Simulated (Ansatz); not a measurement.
## What a trial cell of Rb₃H relaxes into

All numbers below come from DFT PBE, scalar-relativistic, plane waves, PAW in Ansatz 0.2.0. Cutoff 420 eV, Γ-centred k mesh, Gaussian smearing, no spin polarisation in the final step.

The start puts Rb₃H on the Cu3Au (L1_2) structure type (Pm-3m, No. 221), with H in place of Au, Rb in place of Cu, at a guessed volume.

```yaml
crystal:
  lattice:
    - [5.01683, 0.00000, 0.00000]
    - [0.00000, 5.01683, 0.00000]
    - [0.00000, 0.00000, 5.01683]
  atoms:
    - { symbol: Rb, position: [0.00000, 0.50000, 0.50000] }
    - { symbol: Rb, position: [0.50000, 0.00000, 0.50000] }
    - { symbol: Rb, position: [0.50000, 0.50000, 0.00000] }
    - { symbol: H, position: [0.00000, 0.00000, 0.00000] }
```

Cell and atoms relax at zero pressure; the relaxation can't lower the symmetry of the start. After a coarse first stage the cell is made exact in the group found at 0.06 Å.

Formation energies are uncorrected and refer to the elements' standard structures at the same level (H₂ as a molecule).

**Question.** Which crystal results?

**Answer.** It keeps Pm-3m (No. 221). The result has the Cu3Au (L1_2) structure. Conventional cell: a = 6.224 Å. Around Rb lie 4 H at 4.40 Å and 8 Rb at 4.40 Å; H is coordinated by 12 Rb at 4.40 Å.

```
Rb H
1.0
     6.22437    0.00000    0.00000
     0.00000    6.22437    0.00000
     0.00000    0.00000    6.22437
Rb H
3 1
Cartesian
  0.0000 3.1122 3.1122
  3.1122 0.0000 3.1122
  3.1122 3.1122 0.0000
  0.0000 0.0000 0.0000
```

**Question.** What are its volume, energy, density and gap?

**Answer.** The volume per atom is 60.29 Å³, the density is 1.77 g/cm³ and the energy over the elements is 0.30 eV/atom. The gap on the 8×8×8 mesh is 0 eV (a metal).

The final run used a 8×8×8 mesh on its 4-atom cell and 0.10 eV smearing. The k mesh leaves about 4 meV/atom of noise in metals. A structure relaxed within its symmetry needn't be a true minimum.

Cost: 3 runs of about 0.79 core-minutes in all, on Intel Xeon Platinum 8488C (Sapphire Rapids) (shared hosts).